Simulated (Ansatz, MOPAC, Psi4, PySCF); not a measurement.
Species: C2H4NO, charge 0, multiplicity 2. SMILES: O=C(N)[CH2]
Structure (B3LYP-D3(BJ)/def2-TZVP (Ansatz, a first-principles code) minimum search):
```
C
O 1 1.2263
N 1 1.3732 2 121.77
H 3 1.0038 1 121.90 2 170.47
H 3 1.0058 4 118.49 1 163.33
C 1 1.4517 2 122.04 3 -178.88
H 6 1.0788 1 117.74 2 -0.71
H 6 1.0818 7 119.57 1 -179.64
```
Charge 0, spin multiplicity 2.

Wanted: size of the dipole moment, in D. Set-up: non-relativistic; no dispersion term unless named; LANL2DZ all-electron up to Ne; six Cartesian d functions in 6-31G* and its kin unless marked 5d; open shells spin-unrestricted; 6-311+G** with 5d; spin-orbit terms left out. First-principles rows: single points at B3LYP-D3(BJ) geometries (Ansatz). Semi-empirical rows: dipoles at the shared geometry.

```
level              program  size of the dipole moment (D)
-----------------  -------  -----------------------------
AM1                  MOPAC                           3.51
PM3                  MOPAC                           3.62
SVWN5/6-31G*        Ansatz                           3.70
PBE/LANL2DZ         Ansatz                           4.09
B3LYP/STO-3G        Ansatz                           2.54
B3LYP/6-31G         Ansatz                           3.94
B3LYP/cc-pVDZ       Ansatz                           3.66
M06-2X/6-311+G**     PySCF                           4.07
wB97X-D/6-311+G**     Psi4                           4.07
```

No value to compare with is used here. The 9 habitual levels span 2.54 (B3LYP/STO-3G) to 4.09 D (PBE/LANL2DZ).

The levels are drawn from those run, B3LYP/6-31G* more often than the rest, none by its result; runs whose electronic state is in doubt are left out.
